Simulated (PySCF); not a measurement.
Compound: C5H10S.
Bonds: C1–C2, C2–C3, C3–S4, S4–C5, C5–C6, C1–C6. Hydrogens: H7, H8 on C1; H9, H10 on C2; H11, H12 on C3; H13, H14 on C5; H15, H16 on C6.

The same species was optimised twice, with GFN2-xTB and with PBE0-D3(BJ)/def2-SVP (PySCF), and the same property calculations (PySCF, gas phase) were run on both structures.

```
  coordinate  GFN2-xTB  PBE0-D3(BJ)/def2-SVP  change
   S4–C5 (Å)     1.820                 1.815  -0.005
   C3–S4 (Å)     1.820                 1.815  -0.005
   C2–C3 (Å)     1.520                 1.521  +0.001
   C5–C6 (Å)     1.520                 1.521  +0.001
   C1–C2 (Å)     1.528                 1.526  -0.002
   C1–C6 (Å)     1.528                 1.526  -0.002
C2–C1–C6 (°)     111.8                 113.4    +1.6
C2–C3–S4 (°)     111.1                 112.7    +1.6
S4–C5–C6 (°)     111.1                 112.7    +1.6
C1–C6–C5 (°)     111.8                 112.9    +1.1
C3–S4–C5 (°)      96.7                  97.7    +1.0
C1–C2–C3 (°)     111.9                 112.9    +1.0
```

Rotational constants: A = 4034, B = 3036, C = 1946 MHz (GFN2-xTB) against A = 3997, B = 3009, C = 1914 MHz (PBE0-D3(BJ)/def2-SVP). Point groups within 0.08 Å: Cs and Cs.

On the GFN2-xTB structure: lowest singlet, TDDFT (eV) 5.49 [wB97X-D/def2-SVPD]; lowest triplet, Tamm–Dancoff (eV) 5.11 [wB97X-D/def2-SVPD]; isotropic polarisability (au) 76.8 [wB97X-D/def2-SVPD]; HOMO (eV) -8.05 [wB97X-D/def2-SVPD]; LUMO (eV) 2.29 [wB97X-D/def2-SVPD]; dipole (D) 2.01 [wB97X-D/def2-SVPD]; HOMO (eV) -6.21 [PBE0/pcSseg-1]; LUMO (eV) 1.25 [PBE0/pcSseg-1]; dipole (D) 1.89 [PBE0/pcSseg-1]; GIAO shielding of C1 (ppm) 155.8 [PBE0/pcSseg-1]; GIAO shielding of C2/C6 (mean) (ppm) 154.5 [PBE0/pcSseg-1]; GIAO shielding of C3/C5 (mean) (ppm) 150.2 [PBE0/pcSseg-1]; GIAO shielding of S4 (ppm) 495.3 [PBE0/pcSseg-1].

What do these properties become on the PBE0-D3(BJ)/def2-SVP structure?

| property | level | on GFN2-xTB | on PBE0-D3(BJ)/def2-SVP | change |
| --- | --- | --- | --- | --- |
| lowest singlet, TDDFT (eV) | wB97X-D/def2-SVPD | 5.49 | 5.54 | +0.05 |
| lowest triplet, Tamm–Dancoff (eV) | wB97X-D/def2-SVPD | 5.11 | 5.16 | +0.05 |
| isotropic polarisability (au) | wB97X-D/def2-SVPD | 76.8 | 77.9 | +1.1 |
| HOMO (eV) | wB97X-D/def2-SVPD | -8.05 | -8.08 | -0.03 |
| LUMO (eV) | wB97X-D/def2-SVPD | 2.29 | 2.30 | +0.01 |
| dipole (D) | wB97X-D/def2-SVPD | 2.01 | 1.98 | -0.03 |
| energy, GFN2-xTB geometry as zero (kcal/mol) | wB97X-D/def2-SVPD | 0.0 | -0.9 | -0.9 |
| HOMO (eV) | PBE0/pcSseg-1 | -6.21 | -6.24 | -0.03 |
| LUMO (eV) | PBE0/pcSseg-1 | 1.25 | 1.28 | +0.03 |
| dipole (D) | PBE0/pcSseg-1 | 1.89 | 1.87 | -0.02 |
| energy, GFN2-xTB geometry as zero (kcal/mol) | PBE0/pcSseg-1 | 0.0 | -0.7 | -0.7 |
| GIAO shielding of C1 (ppm) | PBE0/pcSseg-1 | 155.8 | 156.2 | +0.4 |
| GIAO shielding of C2/C6 (mean) (ppm) | PBE0/pcSseg-1 | 154.5 | 154.9 | +0.4 |
| GIAO shielding of C3/C5 (mean) (ppm) | PBE0/pcSseg-1 | 150.2 | 150.7 | +0.5 |
| GIAO shielding of S4 (ppm) | PBE0/pcSseg-1 | 495.3 | 511.9 | +16.6 |

The heavy atoms differ by 0.022 Å rms after alignment. Among bonds between heavy atoms C3–S4 and S4–C5 change most and about equally (-0.005 Å). Changes are differences of the printed values. Neither structure is proved a minimum here.

The pairwise dispersion term of wB97X-D wasn't added to the energies; at a given geometry it leaves orbitals and properties as they are.
